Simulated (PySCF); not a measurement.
chloroform cation (CHCl₃), SMILES ClC(Cl)Cl (connectivity only; charge and spin as stated), charge +1, multiplicity 2.

Geometry: PBE0-D3(BJ)/def2-SVP. The spin state was assumed, not searched.

Two levels are set side by side: PBE/def2-TZVPD (PySCF) and r2SCAN/def2-TZVPD (PySCF). Same geometry, gas phase. Differences are taken from unrounded values.

```csv
quantity,PBE
α-spin orbital gap (eV),5.56
β-spin orbital gap (eV),0.33
mean polarisability (bohr³),64.0
```

Task: These are the PBE values. What does r2SCAN give? (An estimate is asked for; the answer gives what the named calculation found.)

Result: 
| quantity | r2SCAN | PBE minus r2SCAN |
|---|---|---|
| α-spin orbital gap (eV) | 6.05 | -0.49 |
| β-spin orbital gap (eV) | 0.57 | -0.24 |
| mean polarisability (bohr³) | 64.2 | -0.2 |

Rough cost on one machine, each run with all the roots and properties that it gave: r2SCAN against PBE about 3 times.
